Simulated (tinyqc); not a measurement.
Worked calculation (part 2 of 2): coupled-perturbed Hartree-Fock on RHF in the sto-3g basis, for BH3, spin multiplicity 1. Computed by tinyqc, a small Python program that keeps every step (integrals from PySCF). Command: `OMP_NUM_THREADS=1 python tinyqc.py 26119 26120 out.jsonl` (the two numbers bound the seeds that draw the settings). One thread of a shared host (Intel(R) Xeon(R) Processor @ 2.60GHz), about 0.2 s of CPU time with the checks.

Geometry (angstrom):
```
atom          x          y         z
B      0.000000   0.000000  0.015000
H      1.182000   0.000000  0.000000
H     -0.591000   1.023000  0.000000
H     -0.591000  -1.023000  0.000000
```

## Integrals over molecular orbitals

coefficients C:
```
              MO1        MO2        MO3        MO4        MO5        MO6        MO7        MO8
1B 1s    0.990905  -0.228565   0.000000  -0.000103  -0.005195  -0.263847   0.001723   0.000000
1B 2s    0.037176   0.555418   0.000000   0.000393   0.023476   1.485786  -0.010202   0.000000
1B 2px  -0.000006  -0.000257   0.000000   0.507717   0.000000   0.007386   1.194371   0.000000
1B 2py   0.000000   0.000000   0.507745   0.000000   0.000000   0.000000   0.000000   1.194450
1B 2pz  -0.000090  -0.002438   0.000000   0.000002   0.999745  -0.027007   0.000179   0.000000
2H 1s   -0.006407   0.279333   0.000000   0.516651  -0.007600  -0.759039  -0.992481   0.000000
3H 1s   -0.006411   0.279698   0.447320  -0.258082  -0.007592  -0.749726   0.503957  -0.864170
4H 1s   -0.006411   0.279698  -0.447320  -0.258082  -0.007592  -0.749726   0.503957   0.864170
```

core Hamiltonian H = T + V (hartree), lower triangle:
```
             1B 1s      1B 2s     1B 2px     1B 2py     1B 2pz      2H 1s      3H 1s      4H 1s
1B 1s   -13.664488
1B 2s    -3.549145  -4.706679
1B 2px    0.000027   0.000180  -3.973267
1B 2py    0.000000   0.000000   0.000000  -3.973251
1B 2pz    0.000718   0.006213  -0.000003   0.000000  -3.789066
2H 1s    -0.901075  -2.049352  -1.832205   0.000000   0.024555  -3.188250
3H 1s    -0.902222  -2.050912   0.917066  -1.587324   0.024579  -0.487585  -3.189335
4H 1s    -0.902222  -2.050912   0.917066   1.587324   0.024579  -0.487585  -0.488354  -3.189335
```

Given earlier and not repeated: Two-electron integrals (ij|kl) in chemists' order.

(pq|rs) = sum C_ip C_jq C_kr C_ls (ij|kl), one index at a time.

one-electron integrals over orbitals h = C^T H C (hartree), lower triangle:
```
            1          2          3          4          5          6          7          8
1  -13.648277
2    0.301328  -3.805959
3    0.000000   0.000000  -3.547316
4    0.000149   0.000183   0.000000  -3.546995
5    0.007490  -0.003847   0.000000  -0.000009  -3.788807
6    0.306191  -0.602974   0.000000  -0.004452   0.013044  -2.954334
7   -0.001969   0.004226   0.000000  -0.625021  -0.000080  -0.001316  -3.149063
8    0.000000   0.000000  -0.624752   0.000000   0.000000   0.000000   0.000000  -3.149018
```

Two-electron integrals over orbitals (pq|rs), unique and non-zero (hartree):
```
(11|11) 2.885671    (21|11) -0.251529   (21|21) 0.034229    (22|11) 0.603297
(22|21) -0.008653   (22|22) 0.444944    (31|31) 0.007591    (32|31) 0.013101
(32|32) 0.121420    (33|11) 0.547486    (33|21) -0.003736   (33|22) 0.440788
(33|33) 0.493648    (41|11) -0.000114   (41|21) 0.000011    (41|22) -0.000020
(41|33) -0.004181   (41|41) 0.007589    (42|11) -0.000018   (42|21) -0.000010
(42|22) -0.000156   (42|33) -0.063343   (42|41) 0.013094    (42|42) 0.121302
(43|31) -0.004172   (43|32) -0.063297   (43|43) 0.049110    (44|11) 0.547406
(44|21) -0.003740   (44|22) 0.440621    (44|33) 0.395196    (44|41) 0.004186
(44|42) 0.063408    (44|44) 0.493715    (51|11) -0.005608   (51|21) 0.000693
(51|22) -0.000482   (51|33) -0.000245   (51|41) 4.03e-07    (51|42) 5.16e-08
(51|44) -0.000245   (51|51) 0.021930    (52|11) 0.002808    (52|21) -0.000238
(52|22) -0.000596   (52|33) -0.000392   (52|41) -7.32e-08   (52|42) 1.24e-07
(52|44) -0.000392   (52|51) 0.021342    (52|52) 0.069470    (53|31) 0.000087
(53|32) -0.000544   (53|43) 0.000548    (53|53) 0.017904    (54|11) 3.37e-06
(54|21) -2.04e-07   (54|22) 8.20e-07    (54|33) 0.000549    (54|41) 0.000087
(54|42) -0.000545   (54|44) -0.000549   (54|51) 0.000011    (54|52) 0.000023
(54|54) 0.017899    (55|11) 0.741890    (55|21) -0.009875   (55|22) 0.464190
(55|33) 0.435734    (55|41) -4.09e-06   (55|42) -0.000013   (55|44) 0.435687
(55|51) 0.000751    (55|52) 0.003803    (55|54) 3.29e-06    (55|55) 0.586809
(61|11) -0.277346   (61|21) 0.038740    (61|22) -0.008795   (61|33) -0.003599
(61|41) 0.000101    (61|42) 0.000124    (61|44) -0.003529   (61|51) 0.000349
(61|52) -0.000646   (61|54) 7.25e-07    (61|55) -0.007638   (61|61) 0.044002
(62|11) 0.214338    (62|21) -0.009568   (62|22) 0.041743    (62|33) 0.021440
(62|41) 0.000045    (62|42) 0.000011    (62|44) 0.021144    (62|51) -0.000626
(62|52) -0.000235   (62|54) 0.000006    (62|55) 0.106689    (62|61) -0.009479
(62|62) 0.069940    (63|31) 0.003305    (63|32) -0.042740   (63|43) 0.040182
(63|53) 0.000635    (63|63) 0.058534    (64|11) 0.001437    (64|21) -0.000042
(64|22) 0.000379    (64|33) 0.040730    (64|41) 0.003260    (64|42) -0.043384
(64|44) -0.040345   (64|51) -1.19e-07   (64|52) 0.000010    (64|54) 0.000642
(64|55) 0.000699    (64|61) 9.74e-07    (64|62) 0.000743    (64|64) 0.059331
(65|11) -0.002854   (65|21) -0.000091   (65|22) -0.001556   (65|33) -0.000715
(65|41) 2.03e-06    (65|42) 0.000014    (65|44) -0.000701   (65|51) 0.023850
(65|52) 0.065931    (65|54) 0.000139    (65|55) 0.000403    (65|61) -0.000589
(65|62) -0.002456   (65|64) -0.000011   (65|65) 0.068775    (66|11) 0.621257
(66|21) -0.011600   (66|22) 0.441119    (66|33) 0.439445    (66|41) 0.000163
(66|42) 0.001387    (66|44) 0.440913    (66|51) -0.001330   (66|52) -0.002795
(66|54) -0.000011   (66|55) 0.461847    (66|61) -0.011509   (66|62) 0.027290
(66|64) -0.000406   (66|65) -0.003507   (66|66) 0.458012    (71|11) 0.001810
(71|21) -0.000261   (71|22) 0.000032    (71|33) -0.005374   (71|41) 0.013264
(71|42) 0.019734    (71|44) 0.005433    (71|51) -2.29e-06   (71|52) 4.09e-06
(71|54) 0.000172    (71|55) 0.000048    (71|61) -0.000140   (71|62) 0.000144
(71|64) 0.005972    (71|65) 0.000007    (71|66) 0.000340    (71|71) 0.023442
(72|11) -0.001495   (72|21) 0.000061    (72|22) -0.000292   (72|33) 0.024599
(72|41) 0.007719    (72|42) -0.003099   (72|44) -0.024907   (72|51) 3.97e-06
(72|52) 9.79e-08    (72|54) 0.000916    (72|55) -0.000737   (72|61) 0.000147
(72|62) -0.000192   (72|64) 0.045596    (72|65) 0.000017    (72|66) -0.000313
(72|71) 0.012960    (72|72) 0.048551    (73|31) 0.003357    (73|32) 0.051965
(73|43) -0.023858   (73|53) -0.000474   (73|63) -0.030330   (73|73) 0.036756
(74|11) 0.202771    (74|21) -0.005546   (74|22) 0.046451    (74|33) 0.053232
(74|41) -0.003395   (74|42) -0.051374   (74|44) 0.006420    (74|51) 0.000029
(74|52) 0.001580    (74|54) 0.000468    (74|55) 0.096603    (74|61) -0.005105
(74|62) 0.067035    (74|64) 0.030552    (74|65) -0.000557   (74|66) 0.026694
(74|71) -0.005552   (74|72) 0.008510    (74|74) 0.104249    (75|11) 0.000018
(75|21) 4.13e-07    (75|22) 0.000007    (75|33) -0.001010   (75|41) 0.000316
(75|42) 0.002130    (75|44) 0.001021    (75|51) -0.000157   (75|52) -0.000442
(75|54) 0.016260    (75|55) -3.72e-06   (75|61) 0.000007    (75|62) 0.000018
(75|64) -0.000798   (75|65) -0.000322   (75|66) 0.000047    (75|71) 0.000523
(75|72) 0.000286    (75|74) -0.000903   (75|75) 0.020093    (76|11) 0.000340
(76|21) 4.74e-06    (76|22) -0.000027   (76|33) -0.057699   (76|41) 0.013158
(76|42) 0.108985    (76|44) 0.057988    (76|51) 0.000008    (76|52) 0.000022
(76|54) -0.000723   (76|55) 0.000069    (76|61) 0.000148    (76|62) 0.000070
(76|64) -0.046774   (76|65) 0.000033    (76|66) 0.001472    (76|71) 0.020739
(76|72) -0.009383   (76|74) -0.052874   (76|75) 0.001890    (76|76) 0.111568
(77|11) 0.684262    (77|21) -0.009967   (77|22) 0.459528    (77|33) 0.426330
(77|41) -0.001100   (77|42) 0.026466    (77|44) 0.490116    (77|51) -0.000162
(77|52) 0.000580    (77|54) -0.000582   (77|55) 0.477919    (77|61) -0.009373
(77|62) 0.044522    (77|64) -0.036217   (77|65) -0.000398   (77|66) 0.467030
(77|71) -0.002815   (77|72) -0.031472   (77|74) 0.043505    (77|75) 0.000304
(77|76) 0.028117    (77|77) 0.529203    (81|31) 0.013265    (81|32) 0.019738
(81|43) -0.005383   (81|53) 0.000172    (81|63) 0.006045    (81|73) 0.005517
(81|81) 0.023438    (82|31) 0.007714    (82|32) -0.003188   (82|43) 0.024783
(82|53) 0.000916    (82|63) 0.045512    (82|73) -0.009572   (82|81) 0.012951
(82|82) 0.048567    (83|11) 0.202726    (83|21) -0.005551   (83|22) 0.046303
(83|33) 0.006197    (83|41) 0.003379    (83|42) 0.051687    (83|44) 0.053491
(83|51) 0.000029    (83|52) 0.001580    (83|54) -0.000469   (83|55) 0.096568
(83|61) -0.005034   (83|62) 0.066944    (83|64) -0.029918   (83|65) -0.000545
(83|66) 0.028041    (83|71) 0.005594    (83|72) -0.009703   (83|74) 0.036210
(83|75) 0.000915    (83|76) 0.053522    (83|77) 0.064020    (83|83) 0.104637
(84|31) 0.003384    (84|32) 0.051695    (84|43) -0.023591   (84|53) -0.000470
(84|63) -0.029954   (84|73) 0.032435    (84|81) 0.005565    (84|82) -0.009254
(84|84) 0.036357    (85|31) 0.000316    (85|32) 0.002130    (85|43) -0.001013
(85|53) 0.016259    (85|63) -0.000786   (85|73) 0.000917    (85|81) 0.000523
(85|82) 0.000285    (85|84) 0.000912    (85|85) 0.020088    (86|31) 0.013172
(86|32) 0.108676    (86|43) -0.057304   (86|53) -0.000715   (86|63) -0.045592
(86|73) 0.053499    (86|81) 0.020771    (86|82) -0.009038   (86|84) 0.053205
(86|85) 0.001886    (86|86) 0.110807    (87|31) 0.000840    (87|32) -0.028632
(87|43) 0.033002    (87|53) 0.000597    (87|63) 0.037362    (87|73) -0.011664
(87|81) 0.002474    (87|82) 0.031364    (87|84) -0.011406   (87|85) -0.000338
(87|86) -0.029670   (87|87) 0.034846    (88|11) 0.684257    (88|21) -0.009967
(88|22) 0.459589    (88|33) 0.490877    (88|41) 0.000922    (88|42) -0.027921
(88|44) 0.425523    (88|51) -0.000162   (88|52) 0.000580    (88|54) 0.000593
(88|55) 0.477928    (88|61) -0.009337   (88|62) 0.044895    (88|64) 0.037596
(88|65) -0.000403   (88|66) 0.466288    (88|71) 0.002668    (88|72) 0.030975
(88|74) 0.064525    (88|75) -0.000323   (88|76) -0.029241   (88|77) 0.461411
(88|83) 0.042566    (88|88) 0.529960
```

## Response to a field: uncoupled start

orbital energies (hartree): MO1 -7.415636, MO2 -0.668555, MO3 -0.464850, MO4 -0.464837, MO5 0.238992, MO6 0.699328, MO7 0.758412, MO8 0.758473

dipole integrals <a|y|i> (bohr):
```
          i1         i2         i3        i4
a5  0.000000   0.000000  -0.005050  0.000000
a6  0.000000   0.000000  -0.708953  0.000000
a7  0.000000   0.000000   0.722603  0.000000
a8  0.108017  -0.218115   0.000000  0.717896
```

Field along y; U_ai = -mu_ai / (e_a - e_i), alpha = -4 sum U_ai mu_ai.

uncoupled U:
```
           i1        i2         i3         i4
a5   0.000000  0.000000   0.007175   0.000000
a6   0.000000  0.000000   0.608973   0.000000
a7   0.000000  0.000000  -0.590718   0.000000
a8  -0.013214  0.152846   0.000000  -0.586847
```

uncoupled polarisability = 5.258740 bohr^3

## Coupled step 1

U_ai = -(mu_ai + sum_bj [4 (ai|bj) - (ab|ij) - (aj|bi)] U_bj) / (e_a - e_i); alpha = -4 sum U_ai mu_ai.

U after step 1:
```
           i1        i2         i3         i4
a5   0.000000  0.000000   0.008142   0.000000
a6   0.000000  0.000000   0.712986   0.000000
a7   0.000000  0.000000  -0.697569   0.000000
a8  -0.014053  0.184260   0.000000  -0.693048
```

polarisability = 6.195296 bohr^3

## Coupled step 2

As before.

U after step 2:
```
           i1        i2         i3         i4
a5   0.000000  0.000000   0.008159   0.000000
a6   0.000000  0.000000   0.730365   0.000000
a7   0.000000  0.000000  -0.717081   0.000000
a8  -0.014098  0.190746   0.000000  -0.712456
```

polarisability = 6.362387 bohr^3

## Coupled polarisability

Repeat until U stops changing; compare with -d2E/dF2.

Course of the coupled iterations:
```
step  alpha (bohr^3)
0           5.258740
1           6.195296
2           6.362387
3           6.392256
4           6.397608
5           6.398571
6           6.398745
7           6.398776
8           6.398782
9           6.398783
10          6.398783
11          6.398783
12          6.398783
13          6.398783
14          6.398783
15          6.398783
16          6.398783
17          6.398783
18          6.398783
19          6.398783
```

coupled polarisability = 6.398783 bohr^3

finite-field check, fields of +/-0.001 au = 6.398783 bohr^3
